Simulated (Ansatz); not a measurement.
fcc Au was calculated with PBE0-D3(BJ) in Ansatz (plane waves, PAW).

Run with plane-wave cutoff 460 eV, 14×14×14 k mesh, Fermi–Dirac smearing 0.05 eV, scalar-relativistic PAW data made under PBE.

Cell (relaxed at this level):

```
CELL_PARAMETERS angstrom
      0.00000     2.03463     2.03463
      2.03463     0.00000     2.03463
      2.03463     2.03463     0.00000
ATOMIC_POSITIONS crystal
  Au 0.00000 0.00000 0.00000
```

Problem. Estimate the bulk modulus B0 and pressure derivative B′ of the bulk modulus that the calculation returns.

Solution. 
- bulk modulus B0: 176 GPa
- pressure derivative B′ of the bulk modulus: 6.0

Measured, for comparison: bulk modulus 182 GPa (0 K value with the zero-point phonon effect removed, our sources range from 175 to 182; as tabulated in Mejia-Rodriguez and Trickey (2018), arXiv:1807.09216). Computed (rounded) less measured: bulk modulus -3 % (inside the range of the sources held).

Spin–orbit coupling is not included; it can shift volumes and moduli of such heavy elements.

The computed numbers hold no vibrational or temperature effects.

The result took very roughly 23 core-minutes.

Ansatz is a program for electronic structure.
